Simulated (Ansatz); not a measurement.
A reaction path, image by image

HCl2, doublet, from a complex of HCl + Cl to a complex of HCl + Cl; r2SCAN-D4/def2-SVPD (Ansatz 0.2.0). Settings:

```yaml
hamiltonian: {xc: r2scan, dispersion: d4}
neb:
  images: 7
  climbing: false
  max_iterations: 60
  initial_path: idpp
  f_tol: 0.1
```

First end:

| atom | x (Å) | y (Å) | z (Å) |
| --- | --- | --- | --- |
| H1 | 1.0786 | 0.5252 | -0.0962 |
| Cl2 | 0.6972 | -0.6531 | -0.4260 |
| Cl3 | -1.7757 | 0.1279 | 0.5222 |

Second end:

```xyz
3
angstrom
H 0.5432 1.0469 0.2384
Cl 0.1267 -1.7267 -0.6669
Cl -0.6699 0.6798 0.4285
```

The ends were relaxed with PBE0-D4 in triple zeta, so they are not quite minima here (largest force components 0.35 and 0.36 eV/Å).

Energies along the converged band: It took 6 iterations. Path lengths are measured after rigid turns and shifts between images are taken out.
```
image  path length (Å)  energy (eV)
    0             0.00        0.000
    1             0.29        0.014
    2             0.59        0.065
    3             0.88        0.123
    4             1.18        0.178
    5             1.47        0.123
    6             1.76        0.065
    7             2.06        0.014
    8             2.35        0.000
```
Energies count from the first end.

The images between the ends:
Image 1:
```json
{"atom": "H1", "x (Å)": "0.8917", "y (Å)": "0.4452", "z (Å)": "-0.0755"}
{"atom": "Cl2", "x (Å)": "0.7282", "y (Å)": "-0.7731", "z (Å)": "-0.4783"}
{"atom": "Cl3", "x (Å)": "-1.6199", "y (Å)": "0.3280", "z (Å)": "0.5538"}
```

Image 2:
```json
{"atom": "H1", "x (Å)": "0.6898", "y (Å)": "0.3558", "z (Å)": "-0.0542"}
{"atom": "Cl2", "x (Å)": "0.7829", "y (Å)": "-0.8546", "z (Å)": "-0.5228"}
{"atom": "Cl3", "x (Å)": "-1.4727", "y (Å)": "0.4988", "z (Å)": "0.5770"}
```

Image 3:
```json
{"atom": "H1", "x (Å)": "0.4810", "y (Å)": "0.2657", "z (Å)": "-0.0313"}
{"atom": "Cl2", "x (Å)": "0.8056", "y (Å)": "-0.9158", "z (Å)": "-0.5514"}
{"atom": "Cl3", "x (Å)": "-1.2866", "y (Å)": "0.6501", "z (Å)": "0.5827"}
```

Image 4:
```json
{"atom": "H1", "x (Å)": "0.2893", "y (Å)": "0.2713", "z (Å)": "0.0220"}
{"atom": "Cl2", "x (Å)": "0.7524", "y (Å)": "-1.0450", "z (Å)": "-0.5845"}
{"atom": "Cl3", "x (Å)": "-1.0417", "y (Å)": "0.7737", "z (Å)": "0.5625"}
```

Image 5:
```json
{"atom": "H1", "x (Å)": "0.2908", "y (Å)": "0.4582", "z (Å)": "0.0901"}
{"atom": "Cl2", "x (Å)": "0.6163", "y (Å)": "-1.2789", "z (Å)": "-0.6338"}
{"atom": "Cl3", "x (Å)": "-0.9071", "y (Å)": "0.8208", "z (Å)": "0.5437"}
```

Image 6:
```json
{"atom": "H1", "x (Å)": "0.3912", "y (Å)": "0.6582", "z (Å)": "0.1366"}
{"atom": "Cl2", "x (Å)": "0.4540", "y (Å)": "-1.4545", "z (Å)": "-0.6547"}
{"atom": "Cl3", "x (Å)": "-0.8452", "y (Å)": "0.7963", "z (Å)": "0.5182"}
```

Image 7:
```json
{"atom": "H1", "x (Å)": "0.4906", "y (Å)": "0.8515", "z (Å)": "0.1809"}
{"atom": "Cl2", "x (Å)": "0.2733", "y (Å)": "-1.5913", "z (Å)": "-0.6565"}
{"atom": "Cl3", "x (Å)": "-0.7639", "y (Å)": "0.7398", "z (Å)": "0.4757"}
```

The band counts as converged below 0.1 eV/Å. Hardware: 2 CPU threads of an Arm Neoverse V1, shared host. Wall time about 2.7 min.
